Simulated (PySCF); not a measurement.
## How well do the runs reproduce experiment for sulfur difluoride?

**What was measured.**

NIST CCCBDB Release 22 (SRD 101), experimental dipoles lists, for the gas: dipole moment (microwave Stark effect, vibrational ground state) 1.05 D.

The results are set against them at the end.

Compound: sulfur difluoride, SF2.
Atom-mapped SMILES: `[F:1][S:2][F:3]`

Structure used (PBE0-D3(BJ)/def2-TZVP), in Å, numbered top down from 1:
```xyz
3
SF2 angstrom
F     -1.1969   -0.3817    0.0018
S     -0.0120    0.6793   -0.0135
F      1.2149   -0.3326   -0.0075
```

Runs made with PySCF (gas phase, on this PBE0-D3(BJ)/def2-TZVP geometry; no spin–orbit coupling):

```json
{"level": "PBE0-D3(BJ)/def2-TZVP, grid level 2", "job": "geometry optimisation from a GFN2-xTB start shaken at random", "basis functions": "99", "wall time": "7.6 s"}
{"level": "PBE0/pcSseg-2", "job": "shieldings, charges and field gradients, density and orbital grids written", "basis functions": "115", "wall time": "4.6 s"}
{"level": "CAM-B3LYP/aug-cc-pVTZ", "job": "10 singlets by full TDDFT, 4 Tamm–Dancoff triplets, polarisability", "basis functions": "142", "wall time": "4.5 s"}
{"level": "PBE0/aug-cc-pVTZ", "job": "10 singlets by full TDDFT, 4 Tamm–Dancoff triplets, polarisability, dynamic polarisability, density and orbital grids written", "basis functions": "142", "wall time": "5.4 s"}
{"level": "wB97X-D/aug-cc-pVTZ", "job": "10 singlets by full TDDFT, 4 Tamm–Dancoff triplets, polarisability, ΔSCF ions", "basis functions": "142", "wall time": "7.3 s"}
```

Hardware: one thread, Intel Xeon Platinum 8375C at 2.90 GHz (x86_64), no GPU, shared host.

Results beside the measurements:

**Dipole moment.** Measured: 1.05 D (NIST CCCBDB Release 22 (SRD 101), experimental dipoles).

```tsv
level	computed (D)	computed − measured (D)	% (from the printed values)
PBE0-D3(BJ)/def2-TZVP	1.07	+0.02	+2
PBE0/pcSseg-2	1.17	+0.12	+11
CAM-B3LYP/aug-cc-pVTZ	1.09	+0.04	+4
PBE0/aug-cc-pVTZ	0.98	-0.07	-7
wB97X-D/aug-cc-pVTZ	1.00	-0.05	-5
```

Closest is PBE0-D3(BJ)/def2-TZVP (+0.02 D), furthest PBE0/pcSseg-2 (+0.12 D); one molecule doesn't rank methods. The computed dipoles belong to one fixed geometry; measured ones are averaged over vibrations unless marked μe. Magnitudes are compared, not signs.

No measured geometry was used, and the causes of the misses weren't examined.
